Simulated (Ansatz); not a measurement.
Program: Ansatz. Geometries: PBE0-D4/def2-TZVP. ΔE: electronic, gas phase. CCSD(T)/CBS is the MP2 limit (def2-TZVPP, def2-QZVPP) plus CCSD(T) − MP2 in def2-TZVPP, frozen cores. This one scheme is used for every species. Functionals use def2-TZVPP. B3LYP here is the variant with VWN-RPA as its local correlation; programs differ in this. Each species was taken in one conformer, which may not be the lowest.

Reaction (substitution at a C–O bond): `CCOC#N` + `SS` → `CCSS` + `N#CO`

`CCOC#N`:

Cartesian coordinates in Å:
```
C 0.235 1.048 0.345
C -0.542 -0.223 0.547
O -0.809 -0.896 -0.719
C 0.227 -1.333 -1.330
N 1.144 -1.739 -1.903
H 0.398 1.528 1.313
H -0.310 1.742 -0.297
H 1.211 0.846 -0.100
H -0.016 -0.930 1.194
H -1.537 -0.043 0.950
```

`SS`:

Z-matrix (Å, degrees):
```
S
S 1 2.046
H 1 1.347 2 98.6
H 2 1.347 1 98.6 3 -90.5
```

`CCSS`:

Z-matrix (Å, degrees):
```
C
C 1 1.511
H 1 1.093 2 110.5
H 1 1.092 2 111.1 3 120.4
H 1 1.092 2 110.6 3 -119.2
S 2 1.813 1 114.4 3 -178.3
H 2 1.095 1 111.4 3 -62.0
H 2 1.092 1 111.8 3 58.3
S 6 2.037 2 103.4 1 -68.0
H 9 1.348 6 99.6 2 89.2
```

`N#CO`:

Cartesian coordinates in Å:
```
N -0.133 -0.350 -1.572
C -0.041 -0.231 -0.429
O 0.060 -0.169 0.855
H 0.114 0.750 1.147
```

```csv
level,ΔE (kJ/mol),difference from CCSD(T)/CBS
revPBE-D4,-37.3,-4.6
r2SCAN-D4,-30.6,2.1
B97M-V,-28.9,3.8
r2SCANh-D4,-31.0,1.7
B2PLYP,-26.8,5.9
revPBE,-30.1,2.6
B3LYP,-22.2,10.5
r2SCAN0,-30.5,2.2
BHLYP,-20.4,12.3
LC-ωPBE,-28.9,3.8
HF/def2-SVP,-7.6,25.1
HF/def2-TZVPP,-12.7,20.0
MP2/def2-TZVPP,-37.3,-4.6
SCS-MP2/def2-TZVPP,-30.4,2.3
CCSD(T)/def2-TZVPP,-29.2,3.5
MP2/CBS(def2),-40.8,-8.1
CCSD(T)/CBS,-32.7,0
```

**Question.** What do rigid-rotor, harmonic-oscillator terms from PBE0-D4/def2-TZVP frequencies (298.15 K, 1 bar) make of the CCSD(T)/CBS value? (Estimate.)

**Answer.** The calculation gave: ΔZPE = +2.1 kJ/mol, ΔH = -29.8 kJ/mol, ΔS = 2 J/(mol·K), ΔG = -30.3 kJ/mol.

Largest T1 diagnostic among the species: 0.014.

The D4 term adds −5.9 kJ/mol with B3LYP and −3.1 kJ/mol with PBE0; it sums over pairs of atoms, weighted by their polarisabilities, and B3LYP, whose exchange is more repulsive, gets the larger term. In def2-TZVPP, CCSD(T) changes the Hartree–Fock value by −16.5 kJ/mol (the triples alone add −2.4 kJ/mol) and MP2 by −24.5 kJ/mol.
